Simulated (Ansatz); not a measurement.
## SiH (SMILES [SiH]): the energy, rung by rung

SiH: 2 atoms, total charge 0, spin state doublet. As SMILES, `[SiH]`. The shape is that of a PBE0-D4/def2-TZVP optimisation.

```jsonl
{"atom": "Si", "x (Å)": "0.0000", "y (Å)": "0.0000", "z (Å)": "-0.0076"}
{"atom": "H", "x (Å)": "0.0000", "y (Å)": "0.0000", "z (Å)": "1.5241"}
```

Each level gives the energy change with the Si1–H2 bond stretched from 1.532 to 2.298 Å (eV). The values are calculated.

```
              level                    kind  program  value (eV)  CPU time (all runs)
       UHF/6-311G**            Hartree–Fock   Ansatz        1.69               0.46 s
    USVWN5/6-311G**                     LDA   Ansatz        1.49                  3 s
  U-r2SCAN/6-311G**                meta-GGA   Ansatz        1.62                8.2 s
    UB3LYP/6-311G**           global hybrid   Ansatz        1.61                2.8 s
UCAM-B3LYP/6-311G**  range-separated hybrid   Ansatz        1.73                2.8 s
   UB2PLYP/6-311G**           double hybrid   Ansatz        1.73                2.7 s
   RPA@PBE/6-311G**                     RPA   Ansatz        1.64                6.5 s
    UCCSDT/6-311G**   coupled cluster or CI   Ansatz        1.60                3.1 s
          FCI/3-21G    full CI, core frozen   Ansatz        1.15               0.89 s
```

The first shape isn't each level's own minimum. The values span 1.15 to 1.73 eV. Spin contamination of the reference (⟨S²⟩ at least 0.1 too high) touches UHF/6-311G**, UB2PLYP/6-311G**, UCCSDT/6-311G** (up to 0.52 too high). The coupled-cluster rows rest on a doubtful reference here (large T1 or Brueckner and Hartree–Fock orbitals at odds), and rows may lie in different states. High-level rows in very small sets aren't better than simpler rows in larger ones. In so small a basis fixed costs decide the times, and correlated methods can beat functionals. CPU times are rough (shared hosts, several kinds of processor and program).
